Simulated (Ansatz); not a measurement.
Results of PBE0-D3(BJ) (Ansatz, a first-principles code, PAW) for graphite.

Settings: plane-wave cutoff 460 eV, 12×12×4 k mesh (along the axes of the cell as run), Fermi–Dirac smearing 0.05 eV, scalar-relativistic PAW data made under PBE.

Computed at the level's own relaxed cell.

### Question
Estimate the lattice parameter a and lattice parameter c that the calculation returns.

### Answer

- lattice parameter a = 2.449 Å
- lattice parameter c = 6.627 Å

Measured, for comparison: lattice constant a 2.461 Å (300 K, not corrected to a static lattice, our sources range from 2.456 to 2.461; as tabulated in Wikipedia's data pages); lattice parameter c 6.67 Å (low temperature, zero-point motion not removed; as tabulated in Berland et al. (2010), arXiv:1007.3305). Computed (rounded) less measured: lattice constant a -0.5 % (-0.3 % to -0.5 % over the range), lattice parameter c -0.6 %. A static lattice is as a rule a little smaller and stiffer than an uncorrected measurement, which narrows the difference in the lattice constant a and would widen misses of the other sign.

Computed values are for the static lattice.

It cost around 25 core-minutes (rough) of CPU time.
